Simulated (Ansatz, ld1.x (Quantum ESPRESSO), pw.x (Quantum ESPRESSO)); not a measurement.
# What a changed setting does to a pw.x run (bcc C)

Potential: norm-conserving Troullier–Martins (Kleinman–Bylander form), ld1.x (Quantum ESPRESSO) 7.5, PBEsol; core [He], reference 2s2 2p2; waves: 2p (bound): rc 2.35 bohr; 3d channel at -0.1 Ry: rc 2.35 bohr; 2s (bound): rc 0.88 bohr; local part: the s channel; core correction: none.

The reference run (k-mesh 18³, cutoffs 135/540 Ry, Fermi–Dirac 0.01 Ry, mixing_beta 0.4, conv_thr 1e-9, no spin) gives 4.71 GPa at 6.314 Å³/atom, where all-electron LAPW gives 4.37 GPa. This run, with its own iteration cap, changes mixing_ndim to 2.

```
&control
  calculation='scf', prefix='x', pseudo_dir='./', outdir='./tmp', tstress=.true., disk_io='none'
/
&system
  ibrav=0, nat=1, ntyp=1, ecutwfc=135, ecutrho=540, nbnd=9,
  occupations='smearing', smearing='fd', degauss=0.01
/
&electrons
  conv_thr=1e-09, mixing_beta=0.4, electron_maxstep=70, mixing_ndim=2
/
ATOMIC_SPECIES
C 1.0 C.UPF
CELL_PARAMETERS angstrom
  -1.16434459 1.16434459 1.16434459
  1.16434459 -1.16434459 1.16434459
  1.16434459 1.16434459 -1.16434459
ATOMIC_POSITIONS crystal
C 0.0000 0.0000 0.0000
K_POINTS automatic
18 18 18 0 0 0
```

```bash
pw.x < C.scf.in > C.scf.out
```

Task: How does the run end?

Result: It converges in 5 iterations; the free energy moves by +0.0 meV/atom and the pressure by +0.00 GPa. The result is that of the reference run.

```
Message from routine setup:
     using ibrav=0 with symmetry is DISCOURAGED, use correct ibrav instead
     lattice parameter (alat)  =       3.8110  a.u.
     unit-cell volume          =      42.6090 (a.u.)^3
     number of electrons       =         4.00
     number of Kohn-Sham states=            9
     kinetic-energy cutoff     =     135.0000  Ry
     charge density cutoff     =     540.0000  Ry
     scf convergence threshold =      1.0E-09
     Exchange-correlation= PBESOL
     number of k points=   195  Fermi-Dirac smearing, width (Ry)=  0.0100
     iteration #  1     ecut=   135.00 Ry     beta= 0.40
     total energy              =     -10.98979241 Ry
     estimated scf accuracy    <       0.00068273 Ry
     iteration #  2     ecut=   135.00 Ry     beta= 0.40
     total energy              =     -10.98986785 Ry
     estimated scf accuracy    <       0.00024558 Ry
     iteration #  3     ecut=   135.00 Ry     beta= 0.40
     total energy              =     -10.98987237 Ry
     estimated scf accuracy    <       0.00000104 Ry
     iteration #  4     ecut=   135.00 Ry     beta= 0.40
     total energy              =     -10.98987241 Ry
     estimated scf accuracy    <          1.3E-09 Ry
     iteration #  5     ecut=   135.00 Ry     beta= 0.40
     the Fermi energy is    12.6666 ev
!    total energy              =     -10.98987241 Ry
     estimated scf accuracy    <          2.3E-11 Ry
     smearing contrib. (-TS)   =      -0.00153617 Ry
     The total energy is F=E-TS. E is the sum of the following terms:
     one-electron contribution =       5.23497424 Ry
     hartree contribution      =       0.25957997 Ry
     xc contribution           =      -3.25107285 Ry
     ewald contribution        =     -13.23181761 Ry
     convergence has been achieved in   5 iterations
          total   stress  (Ry/bohr**3)                   (kbar)     P=       47.14
     Message from routine punch:
     Nothing written, as per user request (disk_io='none')
```

The run took about 16 s on one core of a shared server CPU.
